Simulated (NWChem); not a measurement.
**Polarisability of CH3 (+1)**

```xyz
4

C      0.0000     0.0000     0.0000
H      0.0000     0.0000     1.1041
H     -0.9562     0.0000    -0.5520
H      0.9562     0.0000    -0.5520
```
Charge +1, spin multiplicity 1.

Everything below was run with NWChem. The geometry was optimised at PBE0/def2-SVP, a minimum by its harmonic frequencies.

Basis set: Sadlej pVTZ. Static limit.

The correlated methods keep 1 core orbital frozen. B3LYP has NWChem's definition, with VWN1-RPA local correlation. The spin multiplicity of the parent species was assumed, not shown to be that of its ground state. The structure started from a generated list of species. No row is a measurement; the coupled-cluster row has its own basis-set and correlation limits.

Problem. For the isotropic polarisability, HF gives 8.82 bohr³ and PBE gives 9.16 bohr³. What do B3LYP, PBE0, CCSD linear response give?

Solution. B3LYP: 9.06 bohr³; PBE0: 9.01 bohr³; CCSD linear response: 8.95 bohr³.
